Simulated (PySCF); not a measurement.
Isomers of C4H7N. Theory: TDDFT CAM-B3LYP/def2-SVPD, vertical, gas phase, core orbitals frozen in the response in PySCF. Geometries: GFN2-xTB; one conformer of each isolated species. Triplets are in the Tamm–Dancoff approximation.

A. `CCCC#N`
B. `C1CCC1=N`
C. `C#CCNC`
D. `C1=NCCC1`

Lowest singlet levels (six at most, fewer where fewer were computed) with oscillator strengths:

1. 240 nm (f 0.002); 178 nm (f 0.048); 163 nm (f 0.001); 160 nm (f 0.134); 155 nm (f 0.002); 151 nm (f 0.001); T1 4.46 eV
2. 199 nm (f 0.014); 190 nm (f 0.001); 182 nm (f 0.005); 179 nm (f 0.005); 172 nm (f 0.032); 169 nm (f 0.003); T1 5.45 eV
3. 225 nm (f 0.003); 173 nm (f 0.020); 164 nm (f 0.185); 162 nm (f 0.001); 151 nm (f 0.006); 146 nm (f 0.024); T1 4.67 eV
4. 158 nm (f 0.000); 152 nm (f 0.006); 151 nm (f 0.002); 139 nm (f 0.004); 138 nm (f 0.018); 133 nm (f 0.005); T1 6.53 eV

Question: Match each spectrum to its molecule.

Answer: 1 = B, 2 = C, 3 = D, 4 = A.
- A: S1 at 7.85 eV, HOMO→LUMO+3 (20%), HOMO-1→LUMO+5 (18%), HOMO-1→LUMO (13%); Löwdin shares by element: HOMO carbon 48% or more, nitrogen 40%; LUMO carbon 53% (atoms not listed hold the other 47%); HOMO -10.77 and LUMO 1.01 eV.
- B: S1 at 5.16 eV, HOMO→LUMO (95%); Löwdin shares by element: HOMO nitrogen 54%, carbon 34% or more; LUMO carbon 46% or more, nitrogen 26% (atoms not listed hold the other 28%); HOMO -8.57 and LUMO 1.01 eV; point group Cs.
- C: S1 at 6.22 eV, HOMO→LUMO (74%), HOMO→LUMO+1 (16%); Löwdin shares by element: HOMO nitrogen 60%, carbon 22% or more (atoms not listed hold the other 18%); LUMO carbon 62% (atoms not listed hold the other 38%); HOMO -8.15 and LUMO 1.35 eV.
- D: S1 at 5.51 eV, HOMO→LUMO (95%); Löwdin shares by element: HOMO nitrogen 61%, carbon 27% or more; LUMO (one of a set within 0.03 eV) carbon 42% or more, nitrogen 34%, hydrogen 8% or more (atoms not listed hold the other 16%); HOMO -8.78 and LUMO 1.35 eV; point group Cs.
